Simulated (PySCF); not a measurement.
# C5H8S: electronic excitations and core binding energies

Aim: predict the electronic excitations and core binding energies of C5H8S (`C=C1CC(S)C1`).

The runs use PySCF 2.14.0, with density-fitted response routines of our own; the level of theory stands in each step. All values are computed, except where a source is named. Atoms are numbered from 0 throughout.

## 1. The starting structure

14 atoms, charge 0, multiplicity 1; geometry from: GFN2-xTB.

Bonds of the start (Å): C0–C1 1.32, C1–C2 1.51, C2–C3 1.54, C3–S4 1.82, C3–C5 1.54, C5–C1 1.51, C0–H6 1.08, C0–H7 1.08, C2–H8 1.09, C2–H9 1.09, C3–H10 1.09, S4–H11 1.33, C5–H12 1.09, C5–H13 1.09.

## 2. TDDFT and polarisability: CAM-B3LYP/def2-SVPD

What the job is given:

```
{"job": {"kind": "uv", "xc": "CAM-B3LYP", "basis": "def2-SVPD", "nstates": 8, "ntriplets": 3}, "charge": 0, "multiplicity": 1}
C      2.119487     0.387835     0.294037
C      0.862305     0.079785     0.059329
C     -0.128993     0.492976    -0.997075
C     -1.123590    -0.514947    -0.395273
S     -2.746970     0.132736     0.103813
C     -0.126698    -0.836074     0.732296
H      2.659976    -0.038941     1.121811
H      2.657555     1.080051    -0.331180
H      0.169348     0.296808    -2.026130
H     -0.448100     1.532727    -0.922341
H     -1.354802    -1.358630    -1.043485
H     -2.270603     1.123568     0.856568
H      0.172601    -1.880865     0.805819
H     -0.442195    -0.497502     1.719646
```

Method: TDDFT CAM-B3LYP/def2-SVPD, vertical, gas phase, core orbitals frozen in the response.

Command:

```
OMP_NUM_THREADS=1 python probes_run.py task.json out
```

One launch serves the whole session: the jobs run in the order shown.

**Question.** This job is followed by: delta-SCF UKS SCAN, pcX-2 on the ionised atom, pcseg-1 elsewhere, spin-free X2C. What will the session give for the following? lowest singlet (CAM-B3LYP/def2-SVPD); brightest single state of those computed; lowest triplet; surface potential, 1st and 99th percentile; C1s binding energies, SCAN/pcX-2; S1s binding energies, SCAN/pcX-2; S2p binding energies, SCAN/pcX-2.

As calculated:

| quantity | value |
| --- | --- |
| lowest singlet (CAM-B3LYP/def2-SVPD) | 5.50 eV (225 nm), f = 0.005 |
| brightest single state of those computed | state 4, 6.83 eV, f = 0.298 |
| lowest triplet | 4.26 eV |
| surface potential, 1st and 99th percentile | -0.99 V and 1.11 V |
| C1s binding energies, SCAN/pcX-2 | C3 291.27, C2 290.61, C1 290.50, C0 289.86 eV |
| S1s binding energies, SCAN/pcX-2 | S4 2477.07 eV |
| S2p binding energies, SCAN/pcX-2 | S4 169.70 eV |

**Reading.** The first singlet state (HOMO→LUMO+1 0.52, HOMO→LUMO 0.15) lies at 5.50 eV and is weak; of the 8 states computed, the strongest absorption comes from state 4 at 6.83 eV. The lowest triplet lies 1.24 eV below the lowest singlet (triplets in Tamm-Dancoff, singlets in full TDDFT). The C1s levels kept as sound span 1.41 eV, from C0 (terminal =CH2 carbon) up to C3 (sp3 CH bonded to S).
